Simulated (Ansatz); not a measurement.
# CH₆SSi (built from SMILES C[SiH2]S): a barrier at many levels of theory

Aim: the barrier and energy of one elementary step (S2–H3 formed, Si1–S2 loosened, Si1–H3 broken) from LDA up to coupled cluster, on fixed structures, to see where each rung fails.

Program: Ansatz 0.2.0, Gaussian basis. Level of theory: single points in def2-TZVPP on PBE0-D4/def2-TZVP structures. These are calculated values, not measurements.

Levels: SPW92, PBE-D4, BLYP-D4, r2SCAN-D4, B97M-V, PBE0-D4, B3LYP-D4, r2SCAN0-D4, BHLYP-D4, CAM-B3LYP-D4, wB97X-V, wB97M-V, B2PLYP, PBE-QIDH, RPA on PBE, Hartree-Fock, MP2, CCSD, CCSD(T). The reference is CCSD(T) at the basis limit, from triple and quadruple zeta. Zero-point energies come from PBE0-D4 vibrations.

Correlated methods freeze the cores. B3LYP uses VWN-RPA correlation. B2PLYP carries no dispersion term here.

42 further runs of the same task are left out: 42 set aside as unsound or not needed.

**1. The three structures**

Charge 0, multiplicity 1. The folders r, ts and p hold the start, the saddle and the end; their coordinates stand in the first inputs.

| pair | r (Å) | ts (Å) | p (Å) |
| --- | --- | --- | --- |
| S2–H3 | 3.001 | 1.500 | 1.346 |
| Si1–S2 | 2.144 | 2.582 | 2.447 |
| Si1–H3 | 1.487 | 1.777 | 3.047 |

**2. SPW92/def2-TZVPP**

The input, r/in.yaml:

```yaml
crystal:
  periodic: [false, false, false]
  atoms:
    - {symbol: Si, position_ang: [-0.315300, -0.519137, 0.116422]}
    - {symbol: S, position_ang: [1.679844, -1.235794, 0.435849]}
    - {symbol: H, position_ang: [-0.972334, -1.298653, -0.966751]}
    - {symbol: H, position_ang: [-1.124276, -0.686177, 1.353484]}
    - {symbol: C, position_ang: [-0.163599, 1.278814, -0.348322]}
    - {symbol: H, position_ang: [1.304295, -2.488698, 0.742774]}
    - {symbol: H, position_ang: [0.316462, 1.847023, 0.451220]}
    - {symbol: H, position_ang: [-1.153101, 1.707025, -0.525906]}
    - {symbol: H, position_ang: [0.428009, 1.395596, -1.258771]}
basis:
  gaussian: {orbitals: def2-TZVPP}
hamiltonian: {xc: lda}
```

The input, ts/in.yaml:

```yaml
crystal:
  periodic: [false, false, false]
  atoms:
    - {symbol: Si, position_ang: [-0.897728, -0.412964, -0.087044]}
    - {symbol: S, position_ang: [1.446711, -1.489712, 0.013191]}
    - {symbol: H, position_ang: [0.170556, -1.665545, -0.755266]}
    - {symbol: H, position_ang: [-1.044862, -0.527586, 1.410500]}
    - {symbol: C, position_ang: [-0.252659, 1.349905, -0.326740]}
    - {symbol: H, position_ang: [1.038703, -2.413515, 0.897888]}
    - {symbol: H, position_ang: [0.455202, 1.659957, 0.443445]}
    - {symbol: H, position_ang: [-1.119012, 2.020635, -0.285050]}
    - {symbol: H, position_ang: [0.203089, 1.478824, -1.310925]}
basis:
  gaussian: {orbitals: def2-TZVPP}
hamiltonian: {xc: lda}
```

The input, p/in.yaml:

```yaml
crystal:
  periodic: [false, false, false]
  atoms:
    - {symbol: Si, position_ang: [-1.107902, -0.317769, 0.026176]}
    - {symbol: S, position_ang: [1.064557, -1.436422, 0.153734]}
    - {symbol: H, position_ang: [1.134625, -2.096585, -1.017616]}
    - {symbol: H, position_ang: [-0.904549, -0.297637, 1.546520]}
    - {symbol: C, position_ang: [-0.293775, 1.389564, -0.321695]}
    - {symbol: H, position_ang: [0.639367, -2.529404, 0.809065]}
    - {symbol: H, position_ang: [0.587012, 1.638151, 0.274240]}
    - {symbol: H, position_ang: [-1.063803, 2.135990, -0.088930]}
    - {symbol: H, position_ang: [-0.055531, 1.514111, -1.381497]}
basis:
  gaussian: {orbitals: def2-TZVPP}
hamiltonian: {xc: lda}
```

The same command starts each run, in its folder.

Run with:

```
ansatz run in.yaml --threads 2 --pin off --events-out ev --progress --plain --max-ram 4352MiB
```

The runs that follow: PBE-D4/def2-TZVPP; BLYP-D4/def2-TZVPP; r2SCAN-D4/def2-TZVPP; B97M-V/def2-TZVPP; PBE0-D4/def2-TZVPP; B3LYP-D4/def2-TZVPP; r2SCAN0-D4/def2-TZVPP; BHLYP-D4/def2-TZVPP; CAM-B3LYP-D4/def2-TZVPP; wB97X-V/def2-TZVPP; wB97M-V/def2-TZVPP; B2PLYP/def2-TZVPP; PBE-QIDH/def2-TZVPP; RPA on PBE/def2-TZVPP; CCSD(T)/def2-TZVPP; MP2/def2-QZVPP; Vibrations of the start structure; Vibrations of the end structure.

**Question.** What will these runs give? Wanted: barrier, CCSD(T)/CBS; reverse barrier, CCSD(T)/CBS; step energy, CCSD(T)/CBS; barrier with zero-point energy; step energy with zero-point energy; imaginary mode at the saddle; largest T1 diagnostic.

The runs gave:

| quantity | value |
| --- | --- |
| barrier, CCSD(T)/CBS | 287.2 kJ/mol |
| reverse barrier, CCSD(T)/CBS | 43.7 kJ/mol |
| step energy, CCSD(T)/CBS | +243.5 kJ/mol |
| barrier with zero-point energy | 276.2 kJ/mol |
| step energy with zero-point energy | +241.2 kJ/mol |
| imaginary mode at the saddle | 445i cm⁻¹ |
| largest T1 diagnostic | 0.015 |

**Reading.** Among the functionals CAM-B3LYP-D4 lands nearest to CCSD(T)/CBS (+0.7 kJ/mol) and SPW92 farthest (-49.3 kJ/mol). By rung, the mean size of the error is: LDA 49.3, GGA 42.7, meta-GGA 17.9, hybrid 12.2, range-separated hybrid 5.2, double hybrid 6.1 kJ/mol. PBE-D4 gives a barrier 44.0 kJ/mol too low, outside chemical accuracy (1 kcal/mol, 4.2 kJ/mol). Every functional without exact exchange puts the barrier too low, the usual mark of self-interaction error, which favours the spread-out density of a saddle. The barrier rises with the share of exact exchange, from BLYP-D4 through B3LYP-D4 to BHLYP-D4 (-41.4, -18.4, +12.7 kJ/mol). Hartree-Fock, with no correlation, is off by +54.4 kJ/mol. Zero-point motion lowers the barrier by 11.0 kJ/mol. The restricted Hartree–Fock reference is unstable towards an unrestricted one at one or more of these structures.
